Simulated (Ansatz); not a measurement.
## Energy profile

The step: BH₃S₂ ([SH][BH][SH]) → BHS ([BH][S]) + H₂S; bonds formed: S2–H4; bonds broken: B1–S2, S3–H4 (atoms numbered as in the saddle structure below).

```
atom    x (Å)    y (Å)    z (Å)
  B1  -0.6157  -0.0110  -0.5893
  S2   0.7535  -0.8715   0.5843
  S3   0.0707   1.4604  -1.1153
  H4   1.1773   0.4723   0.1102
  H5  -1.6282  -0.6158  -0.7406
  H6   0.2423  -0.4344   1.7506
```

Electronic energies by CCSD(T) at an estimated basis limit (MP2 extrapolated from triple and quadruple zeta, plus CCSD(T) − MP2 in triple zeta), on PBE0-D4/def2-TZVP structures; BH₃S₂, closed shell; no counterpoise correction. Ansatz 0.2.0; basis: def2-TZVPP and def2-QZVPP; cores frozen in the correlated methods. Extrapolation: Hartree–Fock as exp(−7.88 √X), correlation as X^−2.97.

Give the profile in kJ/mol, counted from the start structure. (To be estimated.)

By the calculation:
| point | kJ/mol |
| --- | --- |
| start structure | 0.0 |
| saddle | 188.6 |
| end structure | 119.5 |
| separated: BHS (linked as [BH][S]; B1, S3, H5; singlet) + H₂S (S2, H4, H6; singlet) | 126.1 |

The T1 diagnostic stays at or below 0.020.

For scale, one of the runs: CCSD(T)/def2-TZVPP, 157 basis functions, launched by `ansatz run in.yaml --threads 2 --pin off --events-out ev --progress --plain --max-ram 4352MiB`. Hardware: 2 CPU threads of an Arm Neoverse N1, shared host. Wall time 24 s; peak host memory 1 GiB.
